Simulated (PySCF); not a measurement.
Compound: C₄H₅F.
Atom-mapped SMILES: `[CH:1]#[C:2][C@H:3]([CH3:4])[F:5]` (hydrogens: H6 on C1; H7 on C3; H8, H9, H10 on C4)

The same species was optimised twice, with GFN2-xTB and with PBE0-D3(BJ)/def2-SVP (PySCF), and the same property calculations (PySCF, gas phase) were run on both structures.

| coordinate | GFN2-xTB | PBE0-D3(BJ)/def2-SVP | change |
| --- | --- | --- | --- |
| C1–H6 (Å) | 1.049 | 1.075 | +0.026 |
| C1≡C2 (Å) | 1.196 | 1.210 | +0.014 |
| C4–H9 (Å) | 1.087 | 1.099 | +0.012 |
| C4–H10 (Å) | 1.087 | 1.099 | +0.012 |
| C4–H8 (Å) | 1.088 | 1.099 | +0.011 |
| C2–C3 (Å) | 1.454 | 1.464 | +0.010 |
| C3–C4 (Å) | 1.525 | 1.515 | -0.010 |
| C3–F5 (Å) | 1.389 | 1.380 | -0.009 |
| C3–H7 (Å) | 1.100 | 1.106 | +0.006 |
| C2–C3–H7 (°) | 109.8 | 108.3 | -1.5 |
| F5–C3–H7 (°) | 105.6 | 107.0 | +1.4 |
| C1–C2–C3 (°) | 177.9 | 179.2 | +1.3 |
| C2–C1–H6 (°) | 178.6 | 179.8 | +1.2 |
| C4–C3–H7 (°) | 111.2 | 110.0 | -1.2 |
| C2–C3–C4 (°) | 111.6 | 112.7 | +1.1 |
| C3–C4–H9 (°) | 109.7 | 110.7 | +1.0 |
| H9–C4–H10 (°) | 109.5 | 109.0 | -0.5 |

Rotational constants: A = 8783, B = 3934, C = 2943 MHz (GFN2-xTB) against A = 8925, B = 3848, C = 2901 MHz (PBE0-D3(BJ)/def2-SVP). Point groups within 0.08 Å: C1 and C1.

On the GFN2-xTB structure: lowest singlet, TDDFT (eV) 6.35 [wB97X-D/def2-SVPD]; isotropic polarisability (au) 47.6 [wB97X-D/def2-SVPD]; HOMO (eV) -10.09 [wB97X-D/def2-SVPD]; LUMO (eV) 2.04 [wB97X-D/def2-SVPD]; dipole (D) 1.93 [wB97X-D/def2-SVPD].

What do these properties become on the PBE0-D3(BJ)/def2-SVP structure?

| property | level | on GFN2-xTB | on PBE0-D3(BJ)/def2-SVP | change |
| --- | --- | --- | --- | --- |
| lowest singlet, TDDFT (eV) | wB97X-D/def2-SVPD | 6.35 | 6.24 | -0.11 |
| isotropic polarisability (au) | wB97X-D/def2-SVPD | 47.6 | 48.4 | +0.8 |
| HOMO (eV) | wB97X-D/def2-SVPD | -10.09 | -10.03 | +0.06 |
| LUMO (eV) | wB97X-D/def2-SVPD | 2.04 | 1.98 | -0.06 |
| dipole (D) | wB97X-D/def2-SVPD | 1.93 | 1.92 | -0.01 |
| energy, GFN2-xTB geometry as zero (kcal/mol) | wB97X-D/def2-SVPD | 0.0 | -0.7 | -0.7 |

The heavy atoms differ by 0.023 Å rms after alignment. Among all bonds C1–H6 changes most (+0.026 Å). Changes are differences of the printed values. Neither structure is proved a minimum here.

wB97X-D is run here without its empirical dispersion term; that term would change no orbital, density or response property at a fixed geometry.
